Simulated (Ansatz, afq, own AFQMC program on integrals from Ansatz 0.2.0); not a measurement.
# AlF− (quartet): AFQMC on the coupled-cluster ladder at distance Al1–F2 = 4.559 Å, aug-cc-pVDZ

Aim: compute AlF− (quartet) with auxiliary-field quantum Monte Carlo on the same integrals as coupled cluster, and set the energies side by side.

Method: aug-cc-pVDZ, frozen cores; program: Ansatz 0.2.0, Gaussian basis, and an in-house AFQMC program (afq) on its integrals; all values are calculated.

To be run: PBE (unrestricted); r2SCAN (unrestricted); PBE0 (unrestricted); B3LYP (unrestricted); wB97M-V (unrestricted); B2PLYP (unrestricted); CCSD(T) on UHF; CCSDT(Q) on UHF; Phaseless AFQMC, CISD trial on UHF.

**1. The geometry**

The geometry derives from a PBE0/def2-TZVPD stationary point (not a proven minimum). One bond is set to the value named and the two fragments are kept rigid.

2 atoms, charge -1, spin multiplicity 4.

Atoms are counted from 1 here; the program's logs count them from 0.

No contacts short enough for the rule that draws bonds.

**2. PBE (unrestricted)**

The input, in.yaml:

```yaml
crystal:
  periodic: [false, false, false]
  atoms:
    - {symbol: Al, position_ang: [0.000000, 0.000000, 0.000000]}
    - {symbol: F, position_ang: [0.000000, 0.000000, 4.559000]}
basis:
  gaussian: {orbitals: aug-cc-pVDZ}
total_charge: -1
magnetization: {spin_polarized: true, initial_magnetization: 3}
hamiltonian: {xc: {name: PBE}}
output: {orbitals: {seedname: orbitals}}
```

Started as:

```console
$ ansatz run in.yaml --threads 1 --pin off --events-out ev --progress --plain --max-ram 1843MiB
```

The log of the run:

```text
Functional definition: PBE
  name "PBE"
  cite "Perdew, Burke & Ernzerhof, Phys. Rev. Lett. 77, 3865 (1996) doi:10.1103/PhysRevLett.77.3865"
  parent pbe
  parameter kappa = 0.804
  parameter beta = 0.06672455060314922
  exchange = pbe_x(kappa = kappa, mu = beta*pi^2/3)
  correlation = pbe_c(beta = beta)
502 factors; their error is unknown
mean field evaluation 1: about -8979.6881 eV, gradient 1.1e2 eV
mean field evaluation 2: about -9002.3473 eV, gradient 1.8e2 eV
mean field evaluation 4: about -9161.3808 eV, gradient 1.4e2 eV
mean field evaluation 8: about -9196.6728 eV, gradient 1.3e2 eV
mean field evaluation 16: about -9304.1835 eV, gradient 3.8e-2 eV
mean field evaluation 32: about -9304.3145 eV, gradient 1.2e-4 eV
mean field evaluation 64: about -9304.1958 eV, gradient 5.2e-5 eV
mean field evaluation 96: about -9303.8724 eV, gradient 7.7e0 eV
mean field evaluation 128: about -9304.1877 eV, gradient 1.7e0 eV
mean field evaluation 160: about -9300.6623 eV, gradient 1.6e1 eV
mean field evaluation 192: about -9301.6768 eV, gradient 1.4e0 eV
mean field -9304.31450039 eV, -341.9272511983 hartree, gradient 8.4e-6 eV, S^2 3.754042; 16 other end points of the search recorded, 0 dependent functions left out
reference -9304.31456015 eV, -341.9272533947 hartree; 13, 10 occupied and 37, 40 virtual orbitals, 502 factors
Total energy: -9304.31456015 eV, -341.9272533947 hartree
```

Wall time 13 s (1 thread of Arm Neoverse V1, shared host).

From the report: ⟨S²⟩ of the determinant 3.754 (pure quartet: 3.75).

**3. r2SCAN (unrestricted)**

in.yaml, as its differences from that of step 2:

```diff
@@ -9,3 +9,2 @@
 magnetization: {spin_polarized: true, initial_magnetization: 3}
-hamiltonian: {xc: {name: PBE}}
-output: {orbitals: {seedname: orbitals}}
+hamiltonian: {xc: {name: r2SCAN}}
```

Launched as before.

The log of the run (excerpt; [...] marks lines left out):

```text
Functional definition: r2SCAN
  name "r2SCAN"
  cite "Furness, Kaplan, Ning, Perdew & Sun, J. Phys. Chem. Lett. 11, 8208 (2020) doi:10.1021/acs.jpclett.0c02405"
  cite "Furness, Kaplan, Ning, Perdew & Sun, J. Phys. Chem. Lett. 11, 9248 (2020) doi:10.1021/acs.jpclett.0c03077"
  parent r2scan
[...]
502 factors; their error is unknown
[...]
mean field -9308.47530456 eV, -342.0801579312 hartree, gradient 1.2e-6 eV, S^2 3.759651; 16 other end points of the search recorded, 0 dependent functions left out
reference -9308.47538476 eV, -342.0801608785 hartree; 13, 10 occupied and 37, 40 virtual orbitals, 502 factors
Total energy: -9308.47538476 eV, -342.0801608785 hartree
```

It took 28 s on 1 thread of Arm Neoverse V1, shared host.

From the report: ⟨S²⟩ of the determinant 3.760 (pure quartet: 3.75).

**4. PBE0 (unrestricted)**

in.yaml, as its differences from that of step 3:

```diff
@@ -9,2 +9,3 @@
 magnetization: {spin_polarized: true, initial_magnetization: 3}
-hamiltonian: {xc: {name: r2SCAN}}
+hamiltonian: {xc: {name: PBE0}}
+output: {orbitals: {seedname: orbitals}}
```

Launched as before.

The log of the run (excerpt; [...] marks lines left out):

```text
Functional definition: PBE0
  name "PBE0"
  cite "Adamo & Barone, J. Chem. Phys. 110, 6158 (1999) doi:10.1063/1.478522"
  cite "Perdew, Burke & Ernzerhof, Phys. Rev. Lett. 77, 3865 (1996) doi:10.1103/PhysRevLett.77.3865"
  parent pbe
[...]
482 factors; integrals over basis functions are off by at most 4.7e-4 eV
[...]
mean field -9304.44821655 eV, -341.9321651768 hartree, gradient 2.4e-6 eV, S^2 3.762432; 5 other end points of the search recorded, 0 dependent functions left out
reference -9304.44826295 eV, -341.9321668819 hartree; 13, 10 occupied and 37, 40 virtual orbitals, 482 factors
Total energy: -9304.44826295 eV, -341.9321668819 hartree
```

Wall time 6 s (1 thread of Arm Neoverse V1, shared host).

From the report: ⟨S²⟩ of the determinant 3.762 (pure quartet: 3.75).

**5. B3LYP (unrestricted)**

in.yaml, as its differences from that of step 4:

```diff
@@ -9,3 +9,2 @@
 magnetization: {spin_polarized: true, initial_magnetization: 3}
-hamiltonian: {xc: {name: PBE0}}
-output: {orbitals: {seedname: orbitals}}
+hamiltonian: {xc: {name: B3LYP}}
```

The command is unchanged.

The log of the run (excerpt; [...] marks lines left out):

```text
Functional definition: B3LYP
  name "B3LYP"
  cite "Stephens, Devlin, Chabalowski & Frisch, J. Phys. Chem. 98, 11623 (1994) doi:10.1021/j100096a001"
  cite "Becke, Phys. Rev. A 38, 3098 (1988) doi:10.1103/PhysRevA.38.3098"
  cite "Lee, Yang & Parr, Phys. Rev. B 37, 785 (1988) doi:10.1103/PhysRevB.37.785"
  cite "Vosko, Wilk & Nusair, Can. J. Phys. 58, 1200 (1980) doi:10.1139/p80-159"
[...]
482 factors; integrals over basis functions are off by at most 4.7e-4 eV
[...]
mean field -9310.74703896 eV, -342.1636426309 hartree, gradient 1.0e-6 eV, S^2 3.759601; 5 other end points of the search recorded, 0 dependent functions left out
reference -9310.74726236 eV, -342.1636508405 hartree; 13, 10 occupied and 37, 40 virtual orbitals, 482 factors
Total energy: -9310.74726236 eV, -342.1636508405 hartree
```

Wall time 6.5 s (1 thread of Arm Neoverse V1, shared host).

From the report: ⟨S²⟩ of the determinant 3.760 (pure quartet: 3.75).

**6. wB97M-V (unrestricted)**

in.yaml, as its differences from that of step 5:

```diff
@@ -9,2 +9,3 @@
 magnetization: {spin_polarized: true, initial_magnetization: 3}
-hamiltonian: {xc: {name: B3LYP}}
+hamiltonian: {xc: {name: wB97M-V}}
+output: {orbitals: {seedname: orbitals}}
```

The command is unchanged.

The log of the run (excerpt; [...] marks lines left out):

```text
Functional definition: wB97M-V
  name "wB97M-V"
  cite "Mardirossian & Head-Gordon, J. Chem. Phys. 144, 214110 (2016) doi:10.1063/1.4952647"
  cite "Becke, J. Chem. Phys. 107, 8554 (1997) doi:10.1063/1.475007"
  cite "Vydrov & Van Voorhis, J. Chem. Phys. 133, 244103 (2010) doi:10.1063/1.3521275"
  # Of w^i u^j: cxij and so on, Table III.
[...]
  gx(w, u) = 1 - cx + cx01*u + cx10*w
  gss(w, u) = css00 + css04*u^4 + css10*w + css20*w^2 + css43*w^4*u^3
  gos(w, u) = cos00 + cos10*w + (cos20 + cos21*u)*w^2 + (cos60 + cos61*u)*w^6
[...]
      + integral(e_c_pw_mod_opposite_spin*gos(b97_w_opposite, b97_u_opposite)) + vv10(b, c)
482 factors; integrals over basis functions are off by at most 4.7e-4 eV
174 factors; integrals over basis functions are off by at most 7.9e-5 eV
[...]
mean field -9308.38222536 eV, -342.0767373338 hartree, gradient 4.0e-6 eV, S^2 3.756218; 2 other end points of the search recorded, 0 dependent functions left out
reference -9308.38225703 eV, -342.0767384979 hartree; 13, 10 occupied and 37, 40 virtual orbitals, 482 factors
Total energy: -9308.38225703 eV, -342.0767384979 hartree
```

It took 21 s on 1 thread of Arm Neoverse V1, shared host.

From the report: ⟨S²⟩ of the determinant 3.756 (pure quartet: 3.75).

**7. B2PLYP (unrestricted)**

in.yaml, as its differences from that of step 6:

```diff
@@ -9,3 +9,3 @@
 magnetization: {spin_polarized: true, initial_magnetization: 3}
-hamiltonian: {xc: {name: wB97M-V}}
-output: {orbitals: {seedname: orbitals}}
+hamiltonian: {xc: {name: B2PLYP}}
+correlation: {electrons: outside_noble_gas}
```

Launched as before.

The log of the run (excerpt; [...] marks lines left out):

```text
Functional definition: B2PLYP
  name "B2PLYP"
  cite "Grimme, J. Chem. Phys. 124, 034108 (2006) doi:10.1063/1.2148954"
  cite "Becke, Phys. Rev. A 38, 3098 (1988) doi:10.1103/PhysRevA.38.3098"
  cite "Lee, Yang & Parr, Phys. Rev. B 37, 785 (1988) doi:10.1103/PhysRevB.37.785"
[...]
482 factors; integrals over basis functions are off by at most 4.7e-4 eV
[...]
mean field -9302.74049923 eV, -341.8694077228 hartree, gradient 2.6e-6 eV, S^2 3.760106; 10 other end points of the search recorded, 0 dependent functions left out
6 core orbitals not correlated: weight in the atoms' cores, before any rotation towards them, 1.000 or more for the frozen orbitals, at most 0.000 for the correlated occupied ones
reference -9302.74062587 eV, -341.8694123766 hartree; 7, 4 occupied and 37, 40 virtual orbitals, 482 factors
second order -6.54718643 eV of doubles, -0.00000000 eV of singles
Total energy: -9304.50836620 eV, -341.9343756357 hartree
```

It took 25 s on 1 thread of Arm Neoverse V1, shared host.

From the report: ⟨S²⟩ of the determinant 3.760 (pure quartet: 3.75).

**8. CCSD(T) on UHF**

in.yaml, as its differences from that of step 7:

```diff
@@ -9,3 +9,2 @@
 magnetization: {spin_polarized: true, initial_magnetization: 3}
-hamiltonian: {xc: {name: B2PLYP}}
-correlation: {electrons: outside_noble_gas}
+correlation: {method: ccsd_t, electrons: outside_noble_gas, hamiltonian_folder: ham}
```

The command is unchanged.

The log of the run (excerpt; [...] marks lines left out):

```text
Functional definition: HF
  name "HF"
  cite "Fock, Z. Phys. 61, 126 (1930) doi:10.1007/BF01340294"
  parent pbe
[...]
482 factors; integrals over basis functions are off by at most 4.7e-4 eV
[...]
mean field -9286.05809890 eV, -341.2563408182 hartree, gradient 2.4e-6 eV, S^2 3.770619; 40 other end points of the search recorded, 0 dependent functions left out
determinant -9286.05809890 eV, -341.2563408182 hartree, with singles and doubles -9292.21545680 eV, -341.4826195475 hartree
determinant -9286.05797197 eV, -341.2563361536 hartree, with singles and doubles -9292.21529947 eV, -341.4826137659 hartree
determinant -9286.04534924 eV, -341.2558722768 hartree, with singles and doubles -9292.20869437 eV, -341.4823710326 hartree
determinant -9286.04479560 eV, -341.2558519311 hartree, with singles and doubles -9292.19965374 eV, -341.4820387960 hartree
[...]
determinant -9286.00875568 eV, -341.2545274883 hartree, with singles and doubles -9292.17242502 eV, -341.4810381588 hartree
determinant -9286.00332704 eV, -341.2543279897 hartree, with singles and doubles -9292.16719257 eV, -341.4808458697 hartree
determinant -9285.22362419 eV, -341.2256744385 hartree, with singles and doubles -9291.95711574 eV, -341.4731256888 hartree
determinant -9284.73753618 eV, -341.2078110334 hartree, with singles and doubles -9292.06570210 eV, -341.4771161638 hartree
6 core orbitals not correlated: weight in the atoms' cores, before any rotation towards them, 1.000 or more for the frozen orbitals, at most 0.000 for the correlated occupied ones
reference -9286.05797197 eV, -341.2563361536 hartree; 7, 4 occupied and 37, 40 virtual orbitals, 482 factors
second order -5.35286088 eV of doubles, -0.00000000 eV of singles
cycle   1  -6.16034493 eV  change   -3.9e-7 eV  update   4.3e-6
perturbative correction -0.11864892 eV, -0.0043602672 hartree
Total energy: -9292.33696581 eV, -341.4870849213 hartree
```

Wall time 39 s (1 thread of Arm Neoverse V1, shared host).

From the report: ⟨S²⟩ of the determinant 3.771 (pure quartet: 3.75); correlation -6.2790 eV; T1 0.017; largest double amplitude 0.09.

This run also writes the integrals to the folder ham.

**9. CCSDT(Q) on UHF**

in.yaml, as its differences from that of step 8:

```diff
@@ -9,2 +9,2 @@
 magnetization: {spin_polarized: true, initial_magnetization: 3}
-correlation: {method: ccsd_t, electrons: outside_noble_gas, hamiltonian_folder: ham}
+correlation: {method: ccsdt_q, electrons: outside_noble_gas}
```

Same command.

The log of the run (excerpt; [...] marks lines left out):

```text
Functional definition: HF
  name "HF"
  cite "Fock, Z. Phys. 61, 126 (1930) doi:10.1007/BF01340294"
  parent pbe
[...]
809 factors; integrals over basis functions are off by at most 1.5e-7 eV
[...]
mean field -9286.05810083 eV, -341.2563408893 hartree, gradient 3.0e-8 eV, S^2 3.770619; 41 other end points of the search recorded, 0 dependent functions left out
determinant -9286.05810083 eV, -341.2563408893 hartree, with singles and doubles -9292.21549725 eV, -341.4826210339 hartree
determinant -9286.05797387 eV, -341.2563362237 hartree, with singles and doubles -9292.21533976 eV, -341.4826152463 hartree
determinant -9286.04535164 eV, -341.2558723651 hartree, with singles and doubles -9292.20873517 eV, -341.4823725321 hartree
determinant -9286.04479749 eV, -341.2558520004 hartree, with singles and doubles -9292.19969506 eV, -341.4820403145 hartree
[...]
determinant -9286.00332934 eV, -341.2543280740 hartree, with singles and doubles -9292.16723461 eV, -341.4808474148 hartree
determinant -9285.22362804 eV, -341.2256745799 hartree, with singles and doubles -9291.95716909 eV, -341.4731276493 hartree
determinant -9284.73753869 eV, -341.2078111256 hartree, with singles and doubles -9292.06575041 eV, -341.4771179390 hartree
[...]
6 core orbitals not correlated: weight in the atoms' cores, before any rotation towards them, 1.000 or more for the frozen orbitals, at most 0.000 for the correlated occupied ones
reference -9286.05797387 eV, -341.2563362237 hartree; 7, 4 occupied and 37, 40 virtual orbitals, 809 factors
second order -5.35290111 eV of doubles, -0.00000000 eV of singles
cycle   1  -5.90773983 eV  change   -5.5e-1 eV  update   8.3e-2
[...]
cycle  58  -6.31578497 eV  change   -2.5e-8 eV  update   1.2e-6
perturbative correction -0.00927778 eV, -0.0003409522 hartree
Total energy: -9292.38303663 eV, -341.4887779926 hartree
```

It took 2.1 min on 1 thread of Arm Neoverse V1, shared host; peak memory 0.51 GiB.

From the report: ⟨S²⟩ of the determinant 3.771 (pure quartet: 3.75); correlation -6.3251 eV; T1 0.036; largest double amplitude 0.10.

**10. Phaseless AFQMC, CISD trial on UHF**

It reads the integrals that the CCSD(T) run on this determinant wrote.

Started as:

```console
$ afq ham --method phaseless --trial cisd --walkers 60 --populations 1 --least-time 40 --time-step 0.005 --steps-per-block 50 --equilibration-blocks 40 --max-blocks 300 --target-error 0.0008 --factor-cut 1e-05 --start spin_pure --seed 7537 --release-times 0.24,0.51,0.99,1.62,2.4 --release-step 0.03 --release-every 4 --taylor-order 6
```

The log of the run:

```text
orbitals 44  electrons 7 4  factors 280 of 482
reference energy -341.25633615 Eh
CCSD correlation -0.22638866 Eh in 18 cycles, weight of the determinant in the CISD state 0.8796
energy of the start -341.482100 Eh
 block  time / (1/Eh)  mean weight  energy / Eh
     1     0.250  0.9991  -341.481718
     2     0.500  0.9995  -341.483313
     3     0.750  0.9972  -341.483781
     4     1.000  1.0020  -341.483547
     5     1.250  1.0009  -341.484507
     6     1.500  1.0025  -341.485604
     7     1.750  0.9966  -341.482002
     8     2.000  1.0000  -341.486466
     9     2.250  0.9987  -341.489062
    10     2.500  1.0012  -341.491003
    17     4.250  1.0006  -341.483830
    25     6.250  0.9998  -341.491584
    33     8.250  1.0005  -341.487608
    41    10.250  0.9996  -341.488287
    49    12.250  0.9997  -341.491108
    57    14.250  1.0008  -341.485131
    65    16.250  1.0026  -341.484300
    73    18.250  1.0018  -341.490438
    81    20.250  0.9992  -341.488369
    89    22.250  0.9981  -341.484745
    97    24.250  1.0024  -341.498071
   105    26.250  0.9980  -341.498937
   113    28.250  1.0018  -341.502459
   121    30.250  1.0043  -341.505081
   129    32.250  0.9983  -341.494828
   137    34.250  1.0019  -341.481541
   145    36.250  0.9991  -341.483879
   153    38.250  0.9994  -341.490516
   161    40.250  0.9991  -341.488956
   169    42.250  0.9995  -341.493875
   177    44.250  0.9841  -341.504214
   185    46.250  0.9991  -341.476902
   193    48.250  0.9986  -341.516873
   201    50.250  0.9963  -341.503065
   209    52.250  1.0008  -341.492206
   217    54.250  0.9931  -341.516918
   225    56.250  0.9985  -341.490515
   233    58.250  1.0000  -341.512202
   241    60.250  0.9985  -341.489056
   249    62.250  1.0007  -341.499972
   257    64.250  1.0041  -341.508922
   265    66.250  1.0026  -341.500463
   273    68.250  0.9989  -341.499244
   281    70.250  1.0001  -341.500135
   289    72.250  0.9990  -341.483779
   297    74.250  1.0008  -341.489283
   305    76.250  1.0031  -341.510930
   313    78.250  1.0025  -341.495799
   321    80.250  0.9975  -341.493745
   329    82.250  1.0010  -341.488490
   337    84.250  1.0005  -341.498561
blocks merged  error / Eh  count
     1  0.000517  300
     2  0.000590  150
     4  0.000681  75
     8  0.000838  37
    16  0.000951  18
    32  0.001200  9
released: time / (1/Eh)  energy / Eh  error  mean overlap
  0.24  -341.492063  0.001016  1.0031
  0.51  -341.492085  0.001382  0.9989
  0.99  -341.491633  0.001518  1.0014
  1.62  -341.495876  0.001881  0.9829
  2.40  -341.492675  0.001980  0.9841
energy -341.493598 +/- 0.000951 Eh
```

It took 11 min on 1 thread of Arm Neoverse V1, shared host; peak memory 0.33 GiB.

Energy -9292.5142 ± 0.0259 eV. Caveats: constraint bias not in the error. The error still grows with block length (0.0228 to 0.0327 eV), so the bar may be too small.

**11. AFQMC on the ladder**

On the UHF determinant, counted from CCSDT(Q) (a yardstick, not exact):

```csv
level,energy (eV),from CCSDT(Q) (kcal/mol),statistical error (kcal/mol),time
HF,-9286.0580,+145.86,,
MP2,-9291.4108,+22.42,,
CCSD,-9292.2183,+3.80,,
CCSD(T),-9292.3370,+1.06,,
CCSDT(Q),-9292.3830,0.00,,
"Phaseless AFQMC, CISD trial, step 0.005, 60 walkers",-9292.5142,-3.02,0.60,11 min
```

The functionals' totals stand on their own zeros and serve differences with other points: PBE -9304.315 eV; r2SCAN -9308.475 eV; PBE0 -9304.448 eV; B3LYP -9310.747 eV; wB97M-V -9308.382 eV; B2PLYP -9304.508 eV.

**12. Results**

| quantity | value |
| --- | --- |
| CCSD(T) on UHF from CCSDT(Q) | +1.06 kcal/mol |
| Phaseless AFQMC, CISD trial on UHF from CCSDT(Q) | -3.02 ± 0.60 kcal/mol |

**Reading.** On UHF the phaseless walk with the CISD trial lies -3.02 kcal/mol from CCSDT(Q), 5 times its error bar. Error bars are statistical and leave out the constraint, the time step and what remains of the start.
